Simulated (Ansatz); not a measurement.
# CH3Cl (triplet): from Hartree-Fock to the top rungs at distance Cl1–H2 along a hydrogen transfer = 1.362 Å, cc-pVDZ

How much of the correlation energy of CH3Cl (triplet) does each wave-function method recover here?

Method: cc-pVDZ, core rule «outside noble gas», up to 6 orbitals frozen; program: Ansatz 0.2.0, Gaussian basis.

The runs, in order: UHF; CCSD(T) on ROHF; CCSD(T) on UHF; BCCD(T) on ROHF; CISD; CCSDT(Q) on ROHF; CCSDT(Q) on UHF; CASSCF and MRCISD+Q, 4 electrons in 4 orbitals; CASSCF and NEVPT2, 4 electrons in 4 orbitals; CASSCF and MRCISD+Q, 14 electrons in 11 orbitals; CASSCF and NEVPT2, 14 electrons in 11 orbitals.

11 further runs of the same task are left out: 1 for a mislabelled method, 8 that didn't finish, 2 set aside as unsound or not needed.

## 1. The geometry

The geometry derives from fragments relaxed apart (PBE0/def2-TZVP) and kept rigid, so it is no stationary point. A hydrogen atom is moved between rigid fragments.

5 atoms, charge 0, spin multiplicity 3.

Atoms are counted from 1 here; the program's logs count them from 0.

Bond lengths: Cl1–H2 1.362 Å, H2–C3 1.298 Å, C3–H4 1.079 Å, C3–H5 1.079 Å. Angles: Cl1–H2–C3 180.0°, H2–C3–H4 112.6°, H2–C3–H5 112.6°, H4–C3–H5 134.8°.

## 2. UHF

in.yaml

```yaml
crystal:
  periodic: [false, false, false]
  atoms:
    - {symbol: Cl, position_ang: [-0.782749, 0.000000, 0.000000]}
    - {symbol: H, position_ang: [0.579251, 0.000000, 0.000000]}
    - {symbol: C, position_ang: [1.877251, 0.000000, 0.000000]}
    - {symbol: H, position_ang: [2.291719, 0.000000, 0.996161]}
    - {symbol: H, position_ang: [2.291719, 0.000000, -0.996161]}
basis:
  gaussian: {orbitals: cc-pVDZ}
magnetization: {spin_polarized: true, initial_magnetization: 2}
hamiltonian: {xc: hf}
output: {orbitals: {seedname: orbitals}}
```

Started as:

```console
$ ansatz run in.yaml --threads 1 --pin off --events-out ev --progress --plain --max-ram 2393MiB
```

After this run come: CCSD(T) on ROHF; CCSD(T) on UHF; BCCD(T) on ROHF; CISD; CCSDT(Q) on ROHF; CCSDT(Q) on UHF; CASSCF and MRCISD+Q, 4 electrons in 4 orbitals; CASSCF and NEVPT2, 4 electrons in 4 orbitals; CASSCF and MRCISD+Q, 14 electrons in 11 orbitals; CASSCF and NEVPT2, 14 electrons in 11 orbitals.

Before running them: what should the planned runs give, taken together? Wanted: UCCSDT(Q) below the RHF energy; RMP2 from UCCSDT(Q); UMP2 from UCCSDT(Q); RCCSD from UCCSDT(Q); RCCSD(T) from UCCSDT(Q); UCCSD(T) from UCCSDT(Q); RCCSDT(Q) from UCCSDT(Q); NEVPT2 pair from UCCSDT(Q); MRCISD+Q pair from UCCSDT(Q).

The runs gave:

| quantity | value |
| --- | --- |
| UCCSDT(Q) below the RHF energy | -8.4028 eV |
| RMP2 from UCCSDT(Q) | +1131.6 meV |
| UMP2 from UCCSDT(Q) | +1166.7 meV |
| RCCSD from UCCSDT(Q) | +196.6 meV |
| RCCSD(T) from UCCSDT(Q) | +32.5 meV |
| UCCSD(T) from UCCSDT(Q) | +32.4 meV |
| RCCSDT(Q) from UCCSDT(Q) | +1.0 meV |
| NEVPT2 pair from UCCSDT(Q) | +1138.9 meV |
| MRCISD+Q pair from UCCSDT(Q) | +71.9 meV |
| NEVPT2 valence from UCCSDT(Q) | +1415.9 meV |
| levels within 1 kcal/mol (43 meV) | RCCSD(T), UCCSD(T), BCCD(T), RCCSDT, UCCSDT, RCCSDT(Q) |
| T1 diagnostic | 0.023 |
| effectively unpaired electrons | 2.01 |

**Reading.** RCCSD(T) lands +32.5 meV from the yardstick (0.4 % of the correlation energy). One determinant dominates. Of the multireference levels listed MRCISD+Q valence comes nearest in total energy (+44.6 meV), which doesn't show that its space is the better one. These misses are within one basis, not against nature; the frozen cores of restricted and unrestricted runs differ, which can shift their rows.
